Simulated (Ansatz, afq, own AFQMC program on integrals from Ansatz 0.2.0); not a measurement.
**C2H6N, doublet in def2-TZVP, levels against AFQMC with the constraint released**

```xyz
9

C    -0.8864    0.8775   -0.7022
C    -0.3771   -0.4413   -0.2462
N    -0.7270   -0.8711    1.0325
H    -1.9869    0.9408   -0.6139
H    -0.4762    1.7287   -0.1177
H    -0.6339    1.0539   -1.7581
H     0.6059   -0.7798   -0.5896
H    -1.6990   -0.7042    1.2797
H    -0.4709   -1.8304    1.2419
```

Basis def2-TZVP. Only valence electrons are correlated. AFQMC by an in-house program on the Cholesky factors that Ansatz 0.2.0 writes for its CCSD(T) run. ph-AFQMC/CISD is guided by a CISD state made of CCSD amplitudes; releasing the constraint for a short imaginary time cuts its bias at the price of noise, slowly where states lie close. Error bars are statistical, one sigma.

Determinant: UHF, the one that the program's search chose, which needn't be the lowest solution. The geometry is a PBE0/def2-SVP stationary point of this or a neighbouring charge and spin state.

No full CI on the walks' own integrals is used here. The released AFQMC energy serves as the reference, which it does only where one determinant dominates, the energy is flat over the last release times and near the phaseless one (40 meV or 2 meV an electron, half that with transition metals). On small molecules, where full CI could be run and the noise was under 10 meV, such values lay within 10 meV of it in 19 cases of 20, a flattering rate, since the rule was set on those same cases; what remains of the bias isn't in the error bar.

Cautions: the released value is read at 0.99 1/Eh with a noise of 12 meV, more than in the cases checked, later times being too noisy (meV from the phaseless value at times in 1/Eh: 11 ± 11 at 0.24, 21 ± 11 at 0.51, 34 ± 12 at 0.99, 37 ± 24 at 1.50).

```
T1 diagnostic                               : 0.0146
weight of the determinant in the CISD state : 0.835
⟨S²⟩ of the determinant                     : 0.763
size of the correlated space                : 19 electrons in 126 orbitals
```

| level | correlation energy (eV) |
| --- | --- |
| MP2 | -14.2935 |
| CCSD | -15.3049 |
| CCSD(T) | -15.8624 |

(1) Estimate where phaseless AFQMC with a CISD trial lies against CCSD(T) on the same integrals.

(1) 1.56 ± 0.35 mEh below CCSD(T).

Reference: AFQMC with the constraint released, correlation energy -15.871 ± 0.012 eV.

| level | E − E(reference) (mEh) | share of correlation (%) |
| --- | --- | --- |
| CCSD(T) | 0.31 ± 0.45 | 99.95 |
| ph-AFQMC/CISD | -1.24 ± 0.57 | 100.21 |

Released energies are given only where the last usable release times agree within the noise; a slower fall can still hide under it.
